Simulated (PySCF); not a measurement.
SMILES C(C)C[CH2] (C4H9), doublet, PBE0/def2-SVP optimised geometry. Atoms within 1.6 Å of the plane z = 0.0 Å (x, y, z in Å): C1 (-1.72, -0.39, 1.23), C2 (-0.24, -0.38, 1.20), C3 (0.36, 0.37, 0.00), C4 (1.88, 0.37, 0.00), H5 (-2.29, -1.14, 0.67), H8 (0.15, -1.41, 1.19), H9 (-0.01, -0.08, -0.93), H10 (-0.01, 1.41, 0.00), H11 (2.29, 0.91, -0.87), H12 (2.29, 0.85, 0.91), H13 (2.29, -0.65, -0.03).

Method: unrestricted PBE0/def2-TZVP run with PySCF. Cells within 0.4 Å of a nucleus heavier than hydrogen are left out (blank, or x).

Map of the deformation density (molecule minus spherical neutral atoms) (e/bohr³) on the plane z = 0.0 Å:

```
|1111111111111111111111111111111|
|1111111111111111111111111111111|
|1111111111111111111111111111111|
|1111111111111111111111111111111|
|1111111111111111111111111111111|
|1111111111111111111111111111111|
|1111111111111111111111111111111|
|1111111111111100011111111111111|
|1111111111111000000001111111111|
|1111111111110000000000001111111|
|1111111111110027310000000011111|
|1111111111100149721000111001111|
|1111111111100137722200211001111|
|1111111111000003xx554xx10001111|
|111111111100000xxx67xxx00001111|
|1111111110000002x1332x731001111|
|1111111110000011000114962001111|
|1111110111000000000013871001111|
|1111100011000000000001210001111|
|1111100000000000000000000011111|
|1111100000000000000000000111111|
|1111110000011100011111111111111|
|1111111111111111111111111111111|
|1111111111111111111111111111111|
|1111111111111111111111111111111|
|1111111111111111111111111111111|
|1111111111111111111111111111111|
|1111111111111111111111111111111|
|1111111111111111111111111111111|
|1111111111111111111111111111111|
|1111111111111111111111111111111|
```
Scale: ten equal steps from -0.015 (start of '0') to 0.107 (end of '9'), in the order '0123456789'; x runs from -4.50 to 4.50, y from -4.50 (bottom) to 4.50 (top).
